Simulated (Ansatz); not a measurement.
C3H5N (`NC1=CC1`). Charge 0, multiplicity 1.

| atom | x (Å) | y (Å) | z (Å) |
| --- | --- | --- | --- |
| N1 | 0.275 | 1.552 | 0.049 |
| C2 | 0.032 | 0.239 | -0.160 |
| C3 | -0.205 | -0.781 | -0.922 |
| C4 | -0.293 | -1.009 | 0.566 |
| H5 | 0.642 | 2.082 | -0.725 |
| H6 | 0.649 | 1.803 | 0.947 |
| H7 | -0.332 | -1.225 | -1.891 |
| H8 | 0.502 | -1.551 | 1.087 |
| H9 | -1.270 | -1.110 | 1.049 |

(1) What are the harmonic wavenumbers in cm⁻¹ at PBE0-D4/def2-TZVP (Ansatz, finite differences of forces, unscaled)? (An estimate is asked.)

(2) Is this a minimum?

(3) Give the ideal-gas thermochemistry at 298.15 K and 1 bar (rigid rotor, harmonic oscillator; point group C1, symmetry number 1).

(4) And at 400, 500, 600, 800 and 1000 K?

Results:

(1) Computed: 303, 373, 437, 495, 645, 739, 966, 1017, 1059, 1099, 1110, 1137, 1327, 1520, 1639, 1907, 3019, 3072, 3320, 3597, 3707.

(2) Yes, all 21 modes are real.

(3) Zero-point energy 194.3 kJ/mol; H(298) − E = 208.7 kJ/mol; entropy 278.3 J/(mol·K), of which translation 158.9, rotation 98.1, vibration 21.4; G(298) − E = 125.7 kJ/mol.

(4) 
| T (K) | H − E (kJ/mol) | S (J/mol/K) | G − E (kJ/mol) |
| --- | --- | --- | --- |
| 400 | 217.1 | 302.6 | 96.1 |
| 500 | 227.1 | 324.8 | 64.7 |
| 600 | 238.4 | 345.5 | 31.2 |
| 800 | 264.3 | 382.5 | -41.7 |
| 1000 | 293.4 | 414.9 | -121.5 |
